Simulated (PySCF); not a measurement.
**FH₄OSi−, cut into parts across a bond: interaction energy**

An exercise on one series of results from a longer session: the logs are not shown, and one member is left open.

Computed with PySCF 2.14.0; each step states its level. No surroundings beyond the atoms listed, unless a continuum is named. Atoms count from 0, parts from 1.

## The system as given

7 atoms, charge -1, multiplicity 1; geometry: GFN2-xTB. Parts: 1 = atoms 0–4, `F[SiH3]`, charge 0; 2 = atoms 5–6, `[OH-]`, charge -1. In the given geometry Si0 and O5 of different parts are bonded (1.68 Å), so values for the parts refer to these atom groups.

Set-up of the first run:

What the job is given:

```
{"job": {"xc": "PBE0", "basis": "def2-SVPD", "d3": "d3bj", "grid": 2, "kind": "geom", "shake": 0.01}, "charge": -1, "multiplicity": 1, "parts": [{"atoms": "0-4", "charge": 0, "multiplicity": 1}, {"atoms": "5-6", "charge": -1, "multiplicity": 1}]}
Si    -0.324492     0.167745     0.274337
F      1.118316     1.051707     0.841352
H      0.492493    -1.026823     0.253812
H     -0.371385     1.240977    -0.792553
H     -1.616469    -0.564859    -0.249805
O     -1.143398     0.540556     1.694182
H     -0.563494     1.035176     2.277912
```

Command:

```
> OMP_NUM_THREADS=1 python cluster_run.py task.json out
```

One launch serves the whole session: the jobs run in the order shown.

Steps of the session up to this table: Optimising the geometry at PBE0-D3(BJ)/def2-SVPD; Coupled-cluster interaction energy: CCSD(T) and MP2.

One of the session's tables, all rows but one given; the rest of the session is left out.

It belongs to the step «Coupled-cluster interaction energy: CCSD(T) and MP2». 

```
                 method  interaction energy (kcal/mol)
         HF/aug-cc-pVDZ                        -125.05
        MP2/aug-cc-pVDZ                        -112.42
       CCSD/aug-cc-pVDZ                        -114.15
    CCSD(T)/aug-cc-pVDZ                        -112.26
         HF/aug-cc-pVTZ                        -131.07
        MP2/aug-cc-pVTZ                        -121.08
    SCS-MP2/aug-cc-pVTZ                        -120.03
      MP2, extrapolated                              ?
CCSD(T), limit estimate                        -122.04
```

Q: Estimate the row for MP2, extrapolated from the others.

The run gave: interaction energy (kcal/mol): -122.20. In the column «interaction energy (kcal/mol)» it lies between HF/aug-cc-pVDZ (-125.05) and CCSD(T), limit estimate (-122.04).

At this geometry Si0 and O5 of different parts are bonded (1.73 Å), so this energy is mostly that of cutting a chemical bond between strained fragments, not an intermolecular interaction.

To keep in mind: The interaction energy leaves out the deformation of the parts, 66.74 kcal/mol at MP2. So large a deformation means that a part is far from its own minimum, so a sum across the two methods would be rough.
